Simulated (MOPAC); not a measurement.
MOPAC input (PM7):

```
PM7 1SCF UHF MS=0.5 GEO-OK AUX(PRECISION=9) THREADS=1
C5H4N

N     0.00159167 1    0.00124015 1    1.33862038 1
C    -0.00164628 1   -0.00128270 1   -1.38454824 1
C     0.00454094 1    1.14182373 1    0.65581616 1
C    -0.00297884 1   -1.14060661 1    0.65793964 1
C    -0.00486242 1   -1.20833868 1   -0.74203708 1
C     0.00309513 1    1.20696169 1   -0.74428417 1
H     0.00825189 1    2.05866771 1    1.23698913 1
H    -0.00530568 1   -2.05637217 1    1.24081758 1
H    -0.00861285 1   -2.16324948 1   -1.25072209 1
H     0.00563376 1    2.16092832 1   -1.25474511 1
```

From the last part of the output:

```
                                                       MOPAC v23.2.5 Linux

          FINAL HEAT OF FORMATION =         84.48869 KCAL/MOL =     353.50066 KJ/MOL

          COSMO AREA              =        113.54 SQUARE ANGSTROMS
          COSMO VOLUME            =        101.69 CUBIC ANGSTROMS

          IONIZATION POTENTIAL    =          9.973993 EV
          ALPHA SOMO LUMO (EV)    =         -9.974 -0.552
          BETA  SOMO LUMO (EV)    =        -10.596 -0.568
          NO. OF ALPHA ELECTRONS  =         15
          NO. OF BETA  ELECTRONS  =         14
          MOLECULAR WEIGHT        =         78.0933         POINT GROUP:  C2v

          MOLECULAR DIMENSIONS (Angstroms)

            Atom       Atom       Distance
            H     9    H     7     4.90036
            H    10    H     8     4.29103
            C     3    C     6     0.00000

          SCF CALCULATIONS        =          1

   ATOM   CHEMICAL          X               Y               Z
  NUMBER   SYMBOL      (ANGSTROMS)     (ANGSTROMS)     (ANGSTROMS)

     1       N          0.00159167  *   0.00124015  *   1.33862038  *
     2       C         -0.00164628  *  -0.00128270  *  -1.38454824  *
     3       C          0.00454094  *   1.14182373  *   0.65581616  *
     4       C         -0.00297884  *  -1.14060661  *   0.65793964  *
     5       C         -0.00486242  *  -1.20833868  *  -0.74203708  *
     6       C          0.00309513  *   1.20696169  *  -0.74428417  *
     7       H          0.00825189  *   2.05866771  *   1.23698913  *
     8       H         -0.00530568  *  -2.05637217  *   1.24081758  *
     9       H         -0.00861285  *  -2.16324948  *  -1.25072209  *
    10       H          0.00563376  *   2.16092832  *  -1.25474511  *

                             CARTESIAN COORDINATES

   1    N        0.001591670     0.001240150     1.338620380
   2    C       -0.001646280    -0.001282700    -1.384548240
   3    C        0.004540940     1.141823730     0.655816160
   4    C       -0.002978840    -1.140606610     0.657939640
   5    C       -0.004862420    -1.208338680    -0.742037080
   6    C        0.003095130     1.206961690    -0.744284170
   7    H        0.008251890     2.058667710     1.236989130
   8    H       -0.005305680    -2.056372170     1.240817580
   9    H       -0.008612850    -2.163249480    -1.250722090
  10    H        0.005633760     2.160928320    -1.254745110

           Empirical Formula: C5 H4 N  =    10 atoms

      MOLECULAR POINT GROUP   :   C2v

          ALPHA EIGENVALUES
 -36.57809 -28.58051 -26.93116 -22.40810 -21.89025 -17.78820 -16.80657 -16.23807
 -15.03204 -14.92128 -13.04242 -11.60432 -11.24583 -10.50024  -9.97399  -0.55162
  -0.18244   2.12640   3.37373   3.85570   3.93188   4.27447   4.96217   5.04220
   5.29323   5.64011   5.65015   6.05968

           BETA EIGENVALUES
 -36.66131 -28.49812 -26.88477 -22.34854 -21.60730 -17.50878 -16.66218 -16.07696
 -14.94446 -14.89398 -12.95662 -11.10794 -10.89376 -10.59563  -0.56791  -0.48331
   0.14456   2.21325   3.41717   3.93635   4.06729   4.44672   4.97342   5.16981
   5.29869   5.65154   5.69672   6.09319

              NET ATOMIC CHARGES AND DIPOLE CONTRIBUTIONS

  ATOM NO.   TYPE          CHARGE      No. of ELECS.   s-Pop       p-Pop
    1          N          -0.376857        5.3769     1.73071     3.64615
    2          C           0.106279        3.8937     1.20532     2.68840
    3          C           0.074774        3.9252     1.09345     2.83177
    4          C           0.074774        3.9252     1.09345     2.83177
    5          C          -0.296689        4.2967     1.08526     3.21143
    6          C          -0.296689        4.2967     1.08526     3.21143
    7          H           0.173210        0.8268     0.82679
    8          H           0.173210        0.8268     0.82679
    9          H           0.183994        0.8160     0.81601
   10          H           0.183994        0.8160     0.81601
 DIPOLE           X         Y         Z       TOTAL
 POINT-CHG.    -0.001    -0.001    -0.693     0.693
 HYBRID        -0.001    -0.001    -0.595     0.595
 SUM           -0.002    -0.001    -1.288     1.288

          ATOMIC ORBITAL ELECTRON POPULATIONS

     Atom    s        px        py        pz
    1  N   1.73071   1.16048   1.06081   1.42486
    2  C   1.20532   0.83596   0.94456   0.90789
    3  C   1.09345   0.89876   0.98794   0.94507
    4  C   1.09345   0.89876   0.98760   0.94542
    5  C   1.08526   1.10302   1.08954   1.01887
    6  C   1.08526   1.10302   1.08937   1.01904
    7  H   0.82679
    8  H   0.82679
    9  H   0.81601
   10  H   0.81601

                    (SZ)    =    0.500000
                    (S**2)  =    0.772992

          ATOMIC ORBITAL SPIN POPULATIONS

    Atom   Total    s     px     py     pz
         Atomic
    1  N -0.0619  0.002 -0.056 -0.005 -0.003
    2  C  1.0143  0.154  0.107  0.023  0.731
    3  C  0.1086  0.007  0.061  0.004  0.036
    4  C  0.1086  0.007  0.061  0.004  0.036
    5  C -0.0978 -0.002 -0.086 -0.008 -0.002
    6  C -0.0978 -0.002 -0.086 -0.008 -0.002
    7  H  0.0012  0.001
    8  H  0.0012  0.001
    9  H  0.0118  0.012
   10  H  0.0118  0.012

 **********************
 *                    *
 * JOB ENDED NORMALLY *
 *                    *
 **********************

 == MOPAC DONE ==
```
